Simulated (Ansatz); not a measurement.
**Equilibrium lattice constant a of Y (model structure, started from the beta-Sn type, I4₁/amd, No. 141, 2 atoms in the cell) at several levels of theory**

No measured value is used here.

| level (code) | value (Å) |
|---|---|
| PBE (Ansatz) | 6.230 |
| PBEsol (Ansatz) | 6.097 |
| PBE-D3(BJ) (Ansatz) | ___ |
| r²SCAN (Ansatz) | 6.191 |

Complete the blanks.


- PBE-D3(BJ) (Ansatz, a first-principles code), value (Å): 6.110

The crystal itself was run without spin with PBE, PBEsol, PBE-D3(BJ), r²SCAN; a magnetic state was not tried in these runs. Ansatz's density-functional and Hartree–Fock values are scalar-relativistic unless marked +SOC, with PAW data made under PBE.

A model structure was made by putting elements into a prototype or built by hand; it is no filed structure, need not be a known phase, and can be a saddle point held by its symmetry.
